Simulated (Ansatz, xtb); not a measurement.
## Relaxing a trial structure of CHFO

The starting geometry of this gas-phase singlet has its atoms placed at random.

```yaml
atoms:
  - { symbol: C, position_ang: [0.2883, 0.2928, -1.1968] }
  - { symbol: F, position_ang: [-1.2515, -0.4435, -0.8625] }
  - { symbol: O, position_ang: [-1.0568, -0.3594, 0.5780] }
  - { symbol: H, position_ang: [1.3375, 0.4871, -1.2781] }
```

Question: One run relaxed it with r2SCAN-D4/def2-SVP. What is a likely outcome?

Answer: It falls apart into CHO + F. Distances that change by over a tenth: F2–O3 (1.46 → 1.86 Å). Contacts that close: C1–O3 (2.32 → 1.16 Å).

The energy falls by 9.12 eV over 16 steps:

| step | E − E(last) (eV) |
| --- | --- |
| 1 | 9.119 |
| 3 | 5.796 |
| 4 | 4.728 |
| 6 | 3.834 |
| 8 | 1.554 |
| 9 | 0.661 |
| 11 | 0.036 |
| 13 | 0.029 |
| 14 | 0.004 |
| 16 | 0.000 |

Final geometry (Å):

```xyz
4

C     0.2988    0.3104   -0.9325
F    -2.0095   -0.6970   -0.8161
O    -0.3055   -0.3218   -0.1769
H     1.3337    0.6855   -0.8339
```

From the same start GFN2-xTB ends elsewhere, differing in C1–F2 (1.56 against 2.52 Å here), F2–O3 (1.40 against 1.86 Å here).

From so rough a start the end depends on the optimiser's path, so another program may land elsewhere. No frequencies were run, so the end isn't proven a minimum. Run with Ansatz 0.2.0, 15 s on 1 thread of Arm Neoverse V2, on a shared host.
